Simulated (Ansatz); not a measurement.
Results of PBE-D3(BJ) (Ansatz, an electronic-structure program, PAW) for 1T (CdI2-type) TiTe2.

Numerical settings: plane-wave cutoff 520 eV, 18×18×10 k mesh (along the axes of the cell as run), Fermi–Dirac smearing 0.05 eV, no spin polarisation, scalar-relativistic PAW data made under PBE.

Cell (relaxed at this level):

```yaml
crystal:
  lattice:
    - [3.69794, 0.00000, 0.00000]
    - [-1.84897, 3.20251, 0.00000]
    - [0.00000, 0.00000, 6.38149]
  atoms:
    - { symbol: Ti, position: [0.00000, 0.00000, 0.00000] }
    - { symbol: Te, position: [0.33333, 0.66667, 0.27109] }
    - { symbol: Te, position: [0.66667, 0.33333, 0.72891] }
```

Q: What does this level give for the bulk modulus?

A: 
* **bulk modulus**: 40.6 GPa

The run finds no gap.

Note: the volume lies 6 % below that of the published cell; the bulk modulus comes from volumes at which shape and atoms were relaxed.

Spin–orbit coupling is not included; it can open a gap where bands touch, and shift volumes and moduli.

Static lattice: no zero-point or thermal effects.
